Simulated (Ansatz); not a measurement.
Reaction (SMILES): C1[C@-]2[C@H]1C2 → C1(CC1)=[CH-]

Wanted: isomerisation energy (enthalpy at 298 K), in kcal/mol. Set-up: non-relativistic; 6-311+G** with 5d; no dispersion term unless named; no spin-orbit coupling; six Cartesian d functions in 6-31G* and its kin unless marked 5d; LANL2DZ all-electron up to Ne. First-principles rows: single points at B3LYP-D3(BJ) geometries (Ansatz, a program for electronic structure), with unscaled harmonic terms from B3LYP/6-31G* at its own minima. Anions need diffuse functions, which STO-3G, LANL2DZ, def2-SVP, cc-pVDZ and Pople sets without + lack.

```
level             program  isomerisation energy (enthalpy at 298 K) (kcal/mol)
----------------  -------  ---------------------------------------------------
B3LYP/STO-3G       Ansatz                                                  0.4
B3LYP/3-21G        Ansatz                                                -12.9
B3LYP/LANL2DZ      Ansatz                                                -16.4
B3LYP/6-31G        Ansatz                                                -12.8
B3LYP/6-31G*       Ansatz                                                 -3.8
B3LYP/6-31+G*      Ansatz                                                 -5.2
B3LYP/6-31G**      Ansatz                                                 -3.9
B3LYP/def2-SVP     Ansatz                                                 -3.0
B3LYP/cc-pVDZ      Ansatz                                                 -3.6
B3LYP/6-311+G**    Ansatz                                                 -6.3
B3LYP/def2-TZVPD   Ansatz                                                 -6.2
```

No value to compare with is used here. The 10 habitual levels span -16.4 (B3LYP/LANL2DZ) to 0.4 kcal/mol (B3LYP/STO-3G); B3LYP/def2-TZVPD gives -6.2.

The sets are all those run for this method; runs whose electronic state is in doubt are left out.
